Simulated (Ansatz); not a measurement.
Ideal-gas functions of CH6NSi, SMILES `CN[SiH2]` radical at 400 K and 1 bar, from an Ansatz frequency run at PBE0-D4/def2-TZVP.

Molar mass 60.15 g/mol, point group C1 (symmetry number 1), electronic degeneracy 2, moments of inertia 14.433, 93.553, 102.679 u Å². Harmonic wavenumbers (cm⁻¹, unscaled): 134, 176, 258, 465, 691, 730, 791, 887, 1101, 1137, 1157, 1406, 1456, 1483, 1512, 2146, 2183, 3014, 3074, 3116, 3616.

Use S(trans) = R[1.5 ln M + 2.5 ln T − 1.1517]; rotational temperatures θ = 24.2544 K / I; S(rot) = R[ln(√π/σ · √(T³/θAθBθC)) + 1.5]; for each mode x = 1.438777 ν̃/T, S = R[x/(eˣ − 1) − ln(1 − e⁻ˣ)] and H = RT x/(eˣ − 1); 1 cm⁻¹ = 0.0119627 kJ/mol; R = 8.31446 J/(mol·K).

By hand: the entropy, in J/(mol·K).

Translation 166.1. Rotation: θ = 1.6805, 0.2593, 0.2362 K, giving 101.4. Vibration, mode by mode: 14.46, 12.25, 9.23, 4.94, 2.60, 2.33, 1.96, 1.49, 0.80, 0.72, 0.68, 0.32, 0.28, 0.26, 0.23, 0.03, 0.03, 0.00, 0.00, 0.00, 0.00, in all 52.6. Electronic 5.8. Sum 325.9 J/(mol·K).

By hand: H − E and G − E in kJ/mol, counted from the electronic energy.

Zero-point energy ½ × 30533 × 0.0119627 = 182.6; thermal vibration 11.8; translation, rotation and pV give 4 RT = 13.3. H − E = 207.7 kJ/mol, and G − E = 207.7 − 400 × 325.9/1000 = 77.3 kJ/mol.

Vibration gives 16 % of the entropy, 14.5 J/(mol·K) of it from the mode under 150 cm⁻¹: soft modes count most, and the harmonic formula is weakest for them. The sum counts one conformer and one mirror image; others add a mixing term.
